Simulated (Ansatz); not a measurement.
# C₄H₇F: basis-set convergence

The task here is to estimate one member of a computed series from the others.

Method: one geometry, several basis sets; program: Ansatz 0.2.0, Gaussian basis.

The runs, in order: PBE0-D4/def2-SVP; ωB97M-V/def2-SVP; PBE0-D4/def2-QZVPP; ωB97M-V/def2-QZVPP; the functionals' def2-TZVPP values are taken from earlier runs.

## The geometry

An earlier PBE0-D4 in a triple-zeta def2 set relaxation fixed the geometry.

SMILES `FC1CCC1`, 12 atoms, charge 0, spin multiplicity 1.

Atoms are counted from 1 here; the program's logs count them from 0.

Bond lengths: F1–C2 1.376 Å, C2–C3 1.526 Å, C2–C5 1.526 Å, C2–H6 1.094 Å, C3–C4 1.544 Å, C3–H7 1.090 Å, C3–H8 1.092 Å, C4–C5 1.544 Å, C4–H9 1.091 Å, C4–H10 1.089 Å, C5–H11 1.092 Å, C5–H12 1.090 Å. Angles: F1–C2–C3 117.2°, F1–C2–C5 117.2°, F1–C2–H6 107.5°, C3–C2–C5 89.6°, C3–C2–H6 112.4°, C5–C2–H6 112.4°, C2–C3–C4 87.1°, C2–C3–H7 118.6°, C2–C3–H8 109.6°, C4–C3–H7 119.3°, C4–C3–H8 111.0°, H7–C3–H8 109.6°, C3–C4–C5 88.3°, C3–C4–H9 111.8°, C3–C4–H10 117.5°, C5–C4–H9 111.8°, C5–C4–H10 117.5°, H9–C4–H10 108.7° and more.

Set-up of the first run:

Input file in.yaml:

```yaml
crystal:
  periodic: [false, false, false]
  atoms:
    - {symbol: F, position_ang: [-1.651837, -1.071705, -1.066394]}
    - {symbol: C, position_ang: [-0.945566, -0.403670, -0.092751]}
    - {symbol: C, position_ang: [0.423673, -0.963000, 0.282994]}
    - {symbol: C, position_ang: [0.898985, 0.500194, 0.409492]}
    - {symbol: C, position_ang: [-0.285311, 0.913499, -0.490218]}
    - {symbol: H, position_ang: [-1.604112, -0.295127, 0.774512]}
    - {symbol: H, position_ang: [0.497286, -1.624779, 1.146029]}
    - {symbol: H, position_ang: [0.873280, -1.445839, -0.587224]}
    - {symbol: H, position_ang: [0.786166, 0.876994, 1.427392]}
    - {symbol: H, position_ang: [1.903019, 0.735005, 0.058721]}
    - {symbol: H, position_ang: [-0.005043, 0.878856, -1.545116]}
    - {symbol: H, position_ang: [-0.813439, 1.844371, -0.283437]}
basis:
  gaussian: {orbitals: def2-SVP}
hamiltonian: {xc: pbe0, dispersion: d4}
output: {orbitals: {seedname: orbitals}}
```

Steps of the session up to this table: PBE0-D4 in def2-SVP; ωB97M-V in def2-SVP; PBE0-D4 in def2-QZVPP; ωB97M-V in def2-QZVPP.

One of the session's tables, all rows but one given; the rest of the session is left out.

It belongs to the step «Functionals by basis». 

```
functional       basis  HOMO (eV)  LUMO (eV)
   PBE0-D4    def2-SVP      -8.62       1.83
   PBE0-D4  def2-TZVPP      -8.67       1.30
   PBE0-D4  def2-QZVPP      -8.70       0.83
   ωB97M-V    def2-SVP          ?          ?
   ωB97M-V  def2-TZVPP     -11.03       2.74
   ωB97M-V  def2-QZVPP     -11.06       1.97
```

Estimate the missing values for ωB97M-V, def2-SVP.

The run gave: HOMO (eV): -10.97; LUMO (eV): 3.51. In the column «HOMO (eV)» it lies between ωB97M-V, def2-TZVPP (-11.03) and PBE0-D4, def2-QZVPP (-8.70).
